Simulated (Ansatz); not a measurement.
# Platinum, fcc under LDA: structure, energy and stiffness

What does LDA give for platinum in the fcc structure? We relax it, solve it on a dense k-mesh, switch on spin-orbit coupling, then scale the cell to 7 volumes from 88 to 112 % of the relaxed one and try a fit of the equation of state. The k-meshes are 14×14×14 for the relaxation; 23×23×23 for the dense run; 14×14×14 for spin-orbit coupling; 23×23×23 for the volumes. The starting cell is the deposited one, from the Crystallography Open Database.

Program: Ansatz 0.2.0. Level of theory: DFT LDA (PW92), plane waves (420 eV) with PAW, scalar-relativistic; PAW files made under PBE, frozen cores solved again for the functional. These are calculated values, not measurements.

### 1 The starting structure

Symmetry: Fm-3m, No. 225, cubic system. The conventional cell has a = 3.923 Å, b = 3.923 Å, c = 3.923 Å, α = 90.00°, β = 90.00°, γ = 90.00°. Pt (site symmetry m-3m) is surrounded by 12 Pt at 2.77 Å.

Coordinates:

```cif
data_structure
_symmetry_space_group_name_H-M 'Fm-3m'
_symmetry_Int_Tables_number 225
_cell_length_a 3.9231
_cell_length_b 3.9231
_cell_length_c 3.9231
_cell_angle_alpha 90.000
_cell_angle_beta 90.000
_cell_angle_gamma 90.000
_cell_volume 60.38
loop_
_atom_site_label
_atom_site_type_symbol
_atom_site_symmetry_multiplicity
_atom_site_Wyckoff_symbol
_atom_site_fract_x
_atom_site_fract_y
_atom_site_fract_z
_atom_site_occupancy
Pt1 Pt 4 a 0.00000 0.00000 0.00000 1
```

### 2 Relaxing cell and atoms

input.yaml reads:

```yaml
crystal:
  lattice:
    - [0.0, 1.96155, 1.96155]
    - [1.96155, 0.0, 1.96155]
    - [1.96155, 1.96155, 0.0]
  atoms:
    - { symbol: Pt, position: [0.0, 0.0, 0.0] }
hamiltonian:
  xc: lda
  pseudopotentials:
    kind: paw
    azcp:
      Pt: "pseudopotentials/Pt.paw.azcp"
basis:
  ecutwfc: 420
  fft_grid_basis: typed
kpoints:
  mp_grid: { grid: [14, 14, 14], shift: [0, 0, 0] }
magnetization:
  spin_polarized: false
scf:
  occupations: { method: fermi_dirac, width: 0.1 }
relax:
  max_steps: 60
  f_tol: 0.01
  cell: {}
```

Further steps of the session: Dense single point; A two-component run at the same geometry; Volume × 0.88; Volume × 0.92; Volume × 0.96; Volume × 1.0; Volume × 1.04; Volume × 1.08; Volume × 1.12.

**Question.** What will these runs give? Wanted: space group; conventional cell; volume; shortest distance; gap on the mesh; V₀, B₀, B₀′.

**Answer**, as computed:

| quantity | value |
| --- | --- |
| space group (spins left aside) | Fm-3m (No. 225) |
| conventional cell | a = 3.895 Å |
| volume | 14.771 Å³/atom |
| shortest distance | 2.754 Å |
| against the deposited volume | -2.1 % (15.095 Å³/atom) |
| gap on the mesh | none (levels filled in part) |
| V₀, B₀, B₀′ | 14.759 Å³/atom, 306 GPa, 5.3 |

**Reading.** The volume comes out 2.1 % smaller than measured. LDA binds too strongly as a rule, and cells come out small. The deposited cell holds zero-point motion and, unless taken cold, thermal expansion, which account for some of this. Levels at the Fermi energy are filled in part, as in a metal. Totals with and without spin-orbit coupling (-33.3 eV/atom apart) can't be read as binding, since the two-component data shift the zero of energy. The fitted modulus is 306 GPa, among the stiffest elements.
